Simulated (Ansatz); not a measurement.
Two isomers of C4H6O2: A = `C=C(O)CC=O`, B = `CC(=O)/C=C\O`.

Calculated with Ansatz (gas phase, PBE0-D4/def2-TZVP geometries, no zero-point term in ΔE). CBS: MP2 limit from def2 TZ/QZ plus the TZ coupled-cluster correction, frozen cores. Functionals use def2-TZVPP. One conformer a species, not always the lowest.

A:

```xyz
12

C    -1.067   -0.177    1.372
C    -0.113    0.318    0.588
O     0.159    1.640    0.443
C     0.781   -0.505   -0.278
C     0.444   -0.353   -1.742
O     0.445   -1.264   -2.521
H    -1.231   -1.243    1.424
H    -1.698    0.463    1.978
H    -0.467    2.154    0.963
H     1.813   -0.151   -0.150
H     0.741   -1.560   -0.013
H     0.195    0.679   -2.065
```

B:

Z-matrix (Å, degrees):
```
C
C 1 1.499
H 1 1.093 2 110.1
H 1 1.093 2 110.1 3 117.8
H 1 1.088 2 110.0 3 -121.0
O 2 1.240 1 120.0 3 120.6
C 2 1.438 1 118.8 3 -59.3
C 7 1.359 2 119.1 1 180.0
H 7 1.081 2 120.9 1 -0.0
O 8 1.307 7 123.8 2 0.0
H 8 1.088 7 122.1 2 -180.0
H 10 1.012 8 104.5 7 -0.0
```

Question: Which is lower in electronic energy at CCSD(T)/CBS, and by how much? (Estimate.)

Answer: Ansatz gave: B, by 67.1 kJ/mol.

Question: Give E(B) − E(A) in kJ/mol with r2SCAN-D4, CCSD/def2-TZVPP, B2PLYP, PBE0-D4, PBE-D4, MP2/def2-TZVPP, HF/def2-TZVPP. (Best estimate.)

Answer: The calculation gave: r2SCAN-D4 -89.6, CCSD/def2-TZVPP -59.9, B2PLYP -76.1, PBE0-D4 -82.7, PBE-D4 -89.8, MP2/def2-TZVPP -72.0, HF/def2-TZVPP -50.8. None reverses the order clearly.

Largest T1 diagnostic: 0.017.

In def2-TZVPP, CCSD(T) changes the Hartree–Fock value by −15.9 kJ/mol (the triples alone add −6.8 kJ/mol) and MP2 by −21.2 kJ/mol. From PBE to PBE0 (25 % exact exchange), in def2-TZVPP and without D4, E(B) − E(A) moves by +7.0 kJ/mol.
